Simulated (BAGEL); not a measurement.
# B3LYP/STO-3G (density fitting with AutoAux) run of CS (carbon monosulfide)

What is the energy change on altering one bond length of CS (carbon monosulfide) at B3LYP/STO-3G (density fitting with AutoAux)? 

The calculation is run with BAGEL 1.2.2.

5 further runs of the same task are left out: 3 that didn't finish, 2 set aside as unsound or not needed.

## Step 1: Starting point

CS has 2 atoms, charge 0, and is taken as a singlet. As SMILES, `[C-]#[S+]`. The bond length is the measured one.

Bond lengths: C1–S2 1.535 Å.

## Step 2: Energy and gradient at B3LYP/STO-3G (density fitting with AutoAux)

File input.json:

```json
{ "bagel": [

{
  "title": "molecule",
  "basis": "sto-3g",
  "df_basis": "sto-3g-autoaux.json",
  "angstrom": false,
  "cartesian": true,
  "finite_nucleus": true,
  "geometry": [
    { "atom": "C", "xyz": [  0.00000000,  0.00000000,  0.00000000 ] },
    { "atom": "S", "xyz": [  0.00000000,  0.00000000,  2.90061811 ] }
  ]
},
{
  "title": "force",
  "method": [
    {
      "title": "ks",
      "xc_func": "b3lyp",
      "maxiter": 60
    }
  ]
}

]}
```

The basis set STO-3G is read from a file made from the Basis Set Exchange's data (not shown).

Launch:

```sh
BAGEL_NUM_THREADS=1 BAGEL input.json > input.out
```

Log:

```text
* using 1 threads per process

  ===============================================================
  ===============================================================

  Cartesian basis functions are used
  *** Geometry ***

  { "atom" : "C", "xyz" : [      0.000000,      0.000000,      0.000000 ] },
  { "atom" : "S", "xyz" : [      0.000000,      0.000000,      2.900618 ] },

  Number of auxiliary basis functions:      182

  Since a DF basis is specified, we compute 2- and 3-index integrals:
    o Being stored without compression. Storage requirement is 0.000 GB

  Number of basis functions:       14
  Number of electrons      :       22

    * METHOD: MOLECULE                             0.01

  The gradients will be computed analytically.

  *** Kohn-Sham DFT ***

    * Removing 1913 points whose weight is below 1.00e-10
    * Grid points: 27899

  === Nuclear Repulsion ===
    33.0963940648

       - DIIS with orbital gradients will be used.

  === KS iteration (b3lyp / sto-3g) ===
      0       -428.38406180          0.08440461           0.03
      1       -427.24023217          0.13488916           0.02
      2       -429.39345416          0.07413989           0.02
      3       -431.09296026          0.07278696           0.02
      4       -429.75056263          0.16487029           0.02
      5       -431.29435306          0.01930747           0.02
      6       -431.31229767          0.00106628           0.02
      7       -431.31232410          0.00076948           0.02
      8       -431.31235097          0.00000483           0.02
      9       -431.31235097          0.00000080           0.02
     10       -431.31235097          0.00000006           0.02
     11       -431.31235097          0.00000000           0.02
    * SCF iteration converged.

    * Permanent dipole moment:
           (    0.000000,    -0.000000,    -0.594347) a.u.

  * Nuclear energy gradient

    o Atom   0
        x          0.0000000000
        y          0.0000000000
        z          0.0392001758
    o Atom   1
        x          0.0000000000
        y         -0.0000000000
        z         -0.0391845008
  * Gradient computed with                              0.17

    * METHOD: FORCE                                0.48

  ===============================================================
```

Wall time 1.1 s (1 thread of Intel Xeon Platinum 8488C (Sapphire Rapids), shared host); peak memory 0.17 GiB.

## Step 3: The distorted shape, same level

File dft.json:

```json
{ "bagel" : [

{
  "title" : "molecule",
  "basis" : "sto-3g",
  "df_basis" : "sto-3g-autoaux.json",
  "angstrom" : false,
  "cartesian" : true,
  "finite_nucleus" : true,
  "geometry" : [
    { "atom" : "C", "xyz" : [  0.05329595, -0.04263978, -0.10365904 ] },
    { "atom" : "S", "xyz" : [  0.03550417,  0.00884014,  2.90268736 ] }
  ]
},
{
  "title" : "force",
  "method" : [
    { "title" : "ks", "xc_func" : "b3lyp", "maxiter" : 60 }
  ]
}

]}
```

The basis set STO-3G is read from a file made from the Basis Set Exchange's data (not shown).

Launch:

```sh
BAGEL_NUM_THREADS=1 BAGEL dft.json > dft.out
```

Log:

```text
* using 1 threads per process

  ===============================================================
  ===============================================================

  Cartesian basis functions are used
  *** Geometry ***

  { "atom" : "C", "xyz" : [      0.053296,     -0.042640,     -0.103659 ] },
  { "atom" : "S", "xyz" : [      0.035504,      0.008840,      2.902687 ] },

  Number of auxiliary basis functions:      182

  Since a DF basis is specified, we compute 2- and 3-index integrals:
    o Being stored without compression. Storage requirement is 0.000 GB

  Number of basis functions:       14
  Number of electrons      :       22

    * METHOD: MOLECULE                             0.01

  The gradients will be computed analytically.

  *** Kohn-Sham DFT ***

    * Removing 1873 points whose weight is below 1.00e-10
    * Grid points: 27939

  === Nuclear Repulsion ===
    31.9272084056

       - DIIS with orbital gradients will be used.

  === KS iteration (b3lyp / sto-3g) ===
      0       -428.49559198          0.08260794           0.03
      1       -427.07076822          0.13322671           0.02
      2       -429.40694795          0.06986212           0.02
      3       -430.82738693          0.10860637           0.02
      4       -429.07128486          0.17466166           0.02
      5       -431.31217180          0.00359182           0.02
      6       -431.31162721          0.00503833           0.02
      7       -431.31271463          0.00075621           0.02
      8       -431.31274002          0.00000623           0.02
      9       -431.31274002          0.00000214           0.02
     10       -431.31274002          0.00000010           0.02
     11       -431.31274002          0.00000000           0.02
    * SCF iteration converged.

    * Permanent dipole moment:
           (    0.003100,    -0.008971,    -0.523849) a.u.

  * Nuclear energy gradient

    o Atom   0
        x          0.0001693744
        y         -0.0004900759
        z         -0.0286274158
    o Atom   1
        x         -0.0001687551
        y          0.0004883519
        z          0.0286230787
  * Gradient computed with                              0.17

    * METHOD: FORCE                                0.48

  ===============================================================
```

It took 1.1 s on 1 thread of Intel Xeon Platinum 8488C (Sapphire Rapids), shared host; peak memory 0.17 GiB.

## Step 4: Summary of results

At B3LYP/STO-3G (density fitting with AutoAux):

```
                                                         quantity          value
                                        first shape: total energy  -431.31235 Eh
                                       first shape: dipole moment         1.51 D
                            first shape: largest force on an atom     2.016 eV/Å
                                    distorted shape: total energy  -431.31274 Eh
                                   distorted shape: dipole moment         1.33 D
                        distorted shape: largest force on an atom     1.472 eV/Å
energy change with the C1–S2 bond stretched from 1.535 to 1.591 Å      -0.011 eV
```

What this shows: With the C1–S2 bond stretched from 1.535 to 1.591 Å the energy falls by 0.01 eV (0.2 kcal/mol). The first shape isn't relaxed at this level, so the change isn't measured from a minimum. The minimal basis adds a large error of its own. The largest force (first shape) is 2.02 eV/Å: the shape isn't a stationary point for this species at this level.
